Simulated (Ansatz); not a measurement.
A nudged elastic band was laid between two geometries of C₂H₆B (9 atoms, charge 0, multiplicity 2).

The calculation used UKS PBE-D4/def2-SVP (Ansatz 0.2.0).

```yaml
movable_images: 9
climbing_image: yes
spring: 5.0 eV/Å²
optimiser: quadratic models (default)
start_path: through a guess of the saddle point
force_threshold: 0.05 eV/Å
iteration_limit: 60
end_points: relaxed
```

Initial state:

```xyz
9
Properties=species:S:1:pos:R:3
B -0.797 0.754 -1.056
C 0.199 0.499 0.084
C 0.475 -0.812 0.725
H -1.444 -0.175 -1.512
H -0.947 1.876 -1.506
H 0.788 1.341 0.501
H -0.128 -1.638 0.302
H 1.556 -1.079 0.636
H 0.298 -0.766 1.826
```

Final state:

```xyz
9
Properties=species:S:1:pos:R:3
B -0.918 0.838 -0.880
C 0.348 0.396 -0.133
C 0.485 -0.818 0.712
H -1.930 0.159 -0.807
H -0.921 1.859 -1.543
H 1.270 1.008 -0.202
H 1.303 -1.477 0.333
H 0.810 -0.552 1.746
H -0.447 -1.412 0.774
```

(1) Which bonds break or form, and what moves?

(2) Give the energies along the band, and the barrier.

(3) What is the geometry of the highest image?

(4) What are the harmonic wavenumbers there?

Results:

(1) No bond is made or broken. The dihedral B1–C2–C3–H9 goes from -123 to 0°. The two ends are copies of one structure, up to a mirror image or an exchange of like atoms.

(2) The run converged. The highest image is number 5 of 0 to 10, 1.0 kcal/mol above the ends, which have the same energy within 2 meV. A vibrational analysis at the climbing image gives one clearly imaginary mode, 158i cm⁻¹: a first-order saddle point.

```json
{"image": "0", "path coordinate (Å)": "0.00", "energy (kcal/mol)": "0.0", "dihedral B1–C2–C3–H9 (°)": "-123"}
{"image": "1", "path coordinate (Å)": "0.29", "energy (kcal/mol)": "0.1", "dihedral B1–C2–C3–H9 (°)": "-110"}
{"image": "2", "path coordinate (Å)": "0.58", "energy (kcal/mol)": "0.3", "dihedral B1–C2–C3–H9 (°)": "-97"}
{"image": "3", "path coordinate (Å)": "0.87", "energy (kcal/mol)": "0.6", "dihedral B1–C2–C3–H9 (°)": "-85"}
{"image": "4", "path coordinate (Å)": "1.17", "energy (kcal/mol)": "0.9", "dihedral B1–C2–C3–H9 (°)": "-72"}
{"image": "5", "path coordinate (Å)": "1.46", "energy (kcal/mol)": "1.0", "dihedral B1–C2–C3–H9 (°)": "-60"}
{"image": "6", "path coordinate (Å)": "1.79", "energy (kcal/mol)": "1.0", "dihedral B1–C2–C3–H9 (°)": "-47"}
{"image": "7", "path coordinate (Å)": "2.11", "energy (kcal/mol)": "0.7", "dihedral B1–C2–C3–H9 (°)": "-34"}
{"image": "8", "path coordinate (Å)": "2.44", "energy (kcal/mol)": "0.3", "dihedral B1–C2–C3–H9 (°)": "-22"}
{"image": "9", "path coordinate (Å)": "2.77", "energy (kcal/mol)": "0.1", "dihedral B1–C2–C3–H9 (°)": "-11"}
{"image": "10", "path coordinate (Å)": "3.10", "energy (kcal/mol)": "0.0", "dihedral B1–C2–C3–H9 (°)": "0"}
```

(3) 
```xyz
9
Properties=species:S:1:pos:R:3:forces:R:3
B -0.874 0.782 -0.934 0.00 0.00 -0.01
C 0.339 0.467 -0.049 0.01 -0.02 0.02
C 0.517 -0.795 0.725 0.00 0.02 -0.03
H -1.724 -0.071 -1.131 0.00 0.00 0.01
H -0.997 1.882 -1.442 0.00 -0.01 -0.01
H 1.157 1.208 0.044 -0.01 0.00 0.01
H 0.427 -1.681 0.055 0.00 0.00 0.00
H 1.473 -0.864 1.279 0.00 0.00 0.00
H -0.318 -0.928 1.453 0.00 0.00 0.00
```

(4) 158i, 173, 328, 557, 780, 875, 899, 951, 1045, 1114, 1181, 1286, 1365, 1377, 1400, 2493, 2580, 2932, 2984, 3054, 3072 cm⁻¹.

Run time: 100 s on 1 thread of Intel(R) Xeon(R) 6975P-C (Granite Rapids), on a shared host, peak memory 0.23 GiB.
